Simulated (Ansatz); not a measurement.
Geometry optimisation, Ansatz, RKS LDA/def2-SVP.

Input file:

```yaml
crystal:
  periodic: [false, false, false]
  atoms:
    - { symbol: B, position_ang: [-0.090531, -0.717373, -0.226655] }
    - { symbol: C, position_ang: [0.033503, 0.187141, 2.418879] }
    - { symbol: H, position_ang: [-0.376832, 0.560273, 1.445191] }
    - { symbol: H, position_ang: [1.142081, 0.224148, 2.385899] }
    - { symbol: H, position_ang: [-0.34654, 0.841572, 3.231604] }
    - { symbol: H, position_ang: [0.957211, -0.113184, -0.342313] }
    - { symbol: H, position_ang: [-1.152915, -0.205072, -0.541876] }
    - { symbol: P, position_ang: [-0.127545, -2.477058, 0.479337] }
    - { symbol: H, position_ang: [-1.106012, -3.069576, -0.392369] }
    - { symbol: H, position_ang: [1.045447, -3.085068, -0.090087] }
    - { symbol: H, position_ang: [-0.296368, -0.864502, 2.547089] }
basis:
  gaussian: { orbitals: def2-SVP }
hamiltonian:
  xc: lda
relax:
  f_tol: 0.03
  max_steps: 50
```

Run as:

```bash
$ ansatz run input.yaml --threads 2 --pin off --max-ram 3072MiB --backend cpu --events-out ev --progress --plain --runs-dir out
```

**Question.** Where does it end, and by what steps?

**Answer.** The forces met the threshold. After 7 steps the energy has fallen by 0.068 eV; H11 moved furthest, 0.38 Å.

```
step  energy less start (eV)  largest force component (eV/Å)  accepted
   0                  0.0000                           0.460       yes
   1                 -0.0461                           0.346       yes
   2                 -0.0168                           0.950        no
   3                 -0.0623                           0.085       yes
   4                 -0.0661                           0.058       yes
   5                 -0.0671                           0.040       yes
   6                 -0.0673                           0.065       yes
   7                 -0.0680                           0.008       yes
```

```xyz
11
Properties=species:S:1:pos:R:3
B -0.062 -0.797 -0.284
C 0.014 0.276 2.533
H -0.375 0.431 1.500
H 1.120 0.312 2.516
H -0.382 1.080 3.184
H 0.999 -0.208 -0.379
H -1.117 -0.212 -0.457
P -0.084 -2.564 0.265
H -1.153 -3.161 -0.476
H 1.043 -3.160 -0.383
H -0.321 -0.716 2.895
```

Whether the end is a true minimum wasn't checked by a vibrational analysis.

Time of the run: 12 s on 2 threads of Arm Neoverse N1, on a shared host, peak memory 0.12 GiB.
